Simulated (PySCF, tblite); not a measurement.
Compound: C2H7NP (charge -1).
Atom-mapped SMILES: `[CH3:1][N:2]([CH3:3])[PH-:4]` (hydrogens: H5, H6, H7 on C1; H8, H9, H10 on C3; H11 on P4)

Geometry (GFN2-xTB, Å), atoms numbered from 1 in this order:
```
atom  x, y, z in Å
C1     0.717   -0.964   -0.378
N2    -0.056    0.232   -0.576
C3    -1.185    0.280    0.314
P4     0.887    1.724   -0.667
H5     1.106   -1.066    0.653
H6     0.095   -1.846   -0.593
H7     1.565   -0.943   -1.060
H8    -1.717    1.215    0.144
H9    -0.899    0.236    1.382
H10   -1.856   -0.567    0.107
H11    1.348    1.701    0.648
```

Structure optimised with GFN2-xTB, isolated species.

Take the most abundant isotopes and a rigid rotor. The values belong to one conformer with, in the numbering `[CH3:1][N:2]([CH3:3])[PH-:4]`, C1–N2–P4–H -66°.

Task: Give the principal moments of inertia and the rotational constants in MHz.

Result: Ia = 55.37, Ib = 107.14, Ic = 148.79 u·Å²; 505379 MHz·u·Å²/I gives A = 9127, B = 4717, C = 3397 MHz.

Task: Classify the top.

Result: An asymmetric top: κ = (2 × 4717 − 9127 − 3397)/(9127 − 3397) = -0.54.

Task: Is it planar, by Δ = Ic − Ia − Ib?

Result: Not planar: Δ = Ic − Ia − Ib = -13.72 u·Å². For a rigid frame Δ = −2 Σ m c², so Σ m c² = 6.86 u·Å² lies off the ab plane: 5.17 from hydrogen and 1.70 from heavier atoms. The atom farthest from that plane is 1.39 Å away.

Task: Where do the levels up to J = 3 lie, in MHz?

Result: Above 0(0,0):
J = 1: 1(0,1) 8114, 1(1,1) 12524, 1(1,0) 13844
J = 2: 2(0,2) 24086, 2(1,2) 27431, 2(1,1) 31392, 2(2,1) 44623, 2(2,0) 44877
J = 3: 3(0,3) 47466, 3(1,3) 49645, 3(1,2) 57536, 3(2,2) 68964, 3(2,1) 70180, 3(3,1) 94462, 3(3,0) 94494

Task: Estimate the classical rotational partition function at 100 K, 200 K and 500 K.

Result: Point group Cs, symmetry number σ = 1; q = (√π/σ)·√((kT/h)³/(ABC)), k/h = 20836.6 MHz/K: 13900 at 100 K, 39400 at 200 K, 156000 at 500 K.

Its GFN2-xTB frequencies are all real (lowest 204 cm⁻¹). Constants of a rigid frame at the computed geometry: no zero-point averaging, no centrifugal distortion.
